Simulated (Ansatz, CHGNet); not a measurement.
Elastic constant C11 (GPa) of solids drawn from the class of elemental solids other than molecular ones, at two levels: the machine-learned potential CHGNet 0.3.0 (trained on PBE and PBE+U data), and PBE in Ansatz (PAW).

```json
[
 {"solid": "hcp Zn", "CHGNet 0.3.0": "95.7", "PBE": "177", "shift (%)": "+85"},
 {"solid": "fcc Rh", "CHGNet 0.3.0": "265", "PBE": "412", "shift (%)": "+55"},
 {"solid": "hcp Tl", "CHGNet 0.3.0": "21.9", "PBE": "29.2", "shift (%)": "+33"},
 {"solid": "hcp Lu", "CHGNet 0.3.0": "59.2", "PBE": "91.3", "shift (%)": "+54"},
 {"solid": "fcc Al", "CHGNet 0.3.0": "60.5", "PBE": "105", "shift (%)": "+74"},
 {"solid": "fcc Cu", "CHGNet 0.3.0": "204", "PBE": "178", "shift (%)": "-12.7"},
 {"solid": "fcc Pt", "CHGNet 0.3.0": "263", "PBE": "306", "shift (%)": "+16.3"},
 {"solid": "hcp Hf", "CHGNet 0.3.0": "135", "PBE": "180", "shift (%)": "+33"},
 {"solid": "fcc Ag", "CHGNet 0.3.0": "74.8", "PBE": "111", "shift (%)": "+48"},
 {"solid": "hcp Y", "CHGNet 0.3.0": "50.9", "PBE": "77.0", "shift (%)": "+51"}
]
```

The shifts run from -12.7 % to +85 %, with a median of +50 %.

Over all 10 rows PBE is the larger in 9.

Ansatz's runs of these crystals have no spin polarisation.

Spin–orbit coupling is left out, also for the solids with elements from indium on (hcp Tl, hcp Lu, fcc Pt, hcp Hf); its size isn't shown.

Each level is taken at its own relaxed cell. Ansatz's density-functional and Hartree–Fock values are scalar-relativistic unless marked +SOC, with PAW data made under PBE.

Ansatz is a program for electronic structure.
